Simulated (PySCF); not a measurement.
Structure from NMR data

The spectra below were simulated for a compound C₅H₇F.

1H NMR (400 MHz, computed): δ 6.78 (d of quint, J = 88.7, 3.5 Hz, 1H), 2.95 (m, 2H), 2.81 (m, 2H), 2.04 (m, 2H).

13C{1H} NMR (computed): δ 153.2 (CH, d, J = 318.7 Hz), 125.8 (C, d, J = 9.3 Hz), 26.2 (CH2, d, J = 6.1 Hz), 25.3 (CH2, d, J = 7.2 Hz), 16.7 (CH2).

Calculated, not measured (PySCF 2.14.0 with density-fitted response routines): spin–spin couplings from B3LYP/pcJ-1 (spin–dipole term only in couplings to heteroatoms), GIAO PBE0/pcSseg-1 shieldings, GFN2-xTB structure. Rapidly exchanging positions averaged, no solvent model, non-relativistic, a single conformation.

Chemical shifts δ = σref − σ; TMS for 1H and 13C, all at this level.

Q: Deduce the structure.

A: 
1. Rings plus π bonds: 2 (1 ring in the answer).
2. 5 carbon signals for 5 carbons: no two carbons are equivalent.
3. Carbon types of the structure: 1 × C, 1 × CH, 3 × CH2, which accounts for all hydrogens.
4. δC 153.2: alkene CH; an sp2 carbon of a C=C bond.
5. δC 125.8: fully substituted alkene carbon; as expected for a trigonal carbon in a double bond.
6. δC 26.2, 25.3: allylic sp3 CH2; a saturated carbon with 2 carbon neighbours and no heteroatom attached.
7. δC 16.7: sp3 CH2 in a ring; aliphatic region, no heteroatom directly attached.
8. δH 6.78: hydrogen on an alkene CH; a vinylic proton, deshielded by the sp2 carbon and the C=C anisotropy.
9. δH 2.95, 2.81: hydrogen on an allylic sp3 CH2; allylic position.
10. δH 2.04: hydrogen on an sp3 CH2 in a ring.

Structure: `FC=C1CCC1`.

The shifts were computed for this structure.

C–F couplings over four or more bonds (about 3 Hz to the para carbon of a fluoroarene) are left out. Common functionals overestimate the size of one-bond C–F couplings by tens of Hz; these are unscaled. Splittings below 1 Hz are ignored in the labels, and close J values are merged. Couplings among chemically equivalent protons are left out too, so labels in AA′BB′ or AA′XX′ sets are apparent multiplicities. Unscaled 3J(H,H) at this level run about 10 % above measured values. Shifts are as computed. Against solution values, carbons near 30 ppm lie about +3 ppm off and those near 130 ppm about +5 ppm. Of 1211 compounds with measured shifts, 218 miss one by over three times the rms of a fit or turn the order of signals round; such compounds aren't used in these exercises. Only one conformer was computed, so three-bond couplings in flexible chains and rings are approximate.
